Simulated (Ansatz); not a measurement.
## Abstraction of H: NaOH + CSF3 → NaO + CHF3S

Species: NaOH `[OH][Na]`, singlet; CSF3 `FC(F)(F)[S]`, doublet; NaO, doublet; CHF3S (trifluoromethanethiol) `FC(F)(F)S`, singlet. A radical takes H: the energy is the difference in strength between the O–H bond broken and the S–H bond made.

Shapes, held fixed at every level: PBE0-D4/def2-TZVP. Programs: Ansatz 0.2.0. The zero-point and thermal change to 298 K, harmonic and unscaled (PBE0-D4/def2-TZVP), is -4.3 kJ/mol.

```tsv
level	kind	ΔH(298 K) (kJ/mol)	less CCSD(T)/def2-TZVPP
HF/def2-SVP	Hartree–Fock	+64.4	-45.2
PBE-D4/def2-TZVPP	GGA	+105.7	-3.9
B3LYP-D4/def2-TZVPP	global hybrid	+100.8	-8.8
BHLYP-D4/def2-TZVPP	global hybrid	+91.3	-18.3
wB97M-V/def2-TZVPP	range-separated hybrid	+99.4	-10.2
wB97X-V/def2-TZVPP	range-separated hybrid	+98.8	-10.8
CCSD(T)/def2-SVP	coupled cluster or CI	+104.2	-5.4
CCSD(T)/def2-TZVPP	coupled cluster or CI	+109.6	0.0
```

The highest level, CCSD(T)/def2-TZVPP, gives ΔH(298 K) = +109.6 kJ/mol; the levels span +64.4 to +109.6. The column of differences is taken from that level and isn't an error. No measured value is set beside it here. Open shells run unrestricted. Outer-core shells of Na are correlated, in sets that cover them unevenly. CCSD(T)/def2-TZVPP lies outside the range of all other levels here, so it shouldn't be taken on trust.
